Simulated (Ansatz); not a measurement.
Reaction (isomerisation): `CC#CC(F)F` → `C=C/C(F)=C\F`

Computed with Ansatz on PBE0-D4/def2-TZVP structures; ΔE is electronic, products minus reactants. CBS: MP2 limit from def2 TZ/QZ plus the TZ coupled-cluster correction, frozen cores. Each species was taken in one conformer, which may not be the lowest.

```csv
species,SCS-MP2/def2-QZVPP energy (Eh)
`CC#CC(F)F`,-353.97868
`C=C/C(F)=C\F`,-353.98092
```

Work out ΔE.

ΔE = (-353.98092) − (-353.97868) = -0.00224 Eh = -1.4 kcal/mol. CCSD(T)/CBS gives -4.9 kcal/mol.

Largest T1 diagnostic among the species: 0.012.

The D4 term adds −0.9 kcal/mol with B3LYP and −0.5 kcal/mol with PBE0; it sums over pairs of atoms, weighted by their polarisabilities, and B3LYP, whose exchange is more repulsive, gets the larger term. From BLYP to BHLYP (50 % exact exchange), in def2-TZVPP and without D4, ΔE moves by +1.8 kcal/mol.

B3LYP here is the variant with VWN-RPA as its local correlation; programs differ in this.
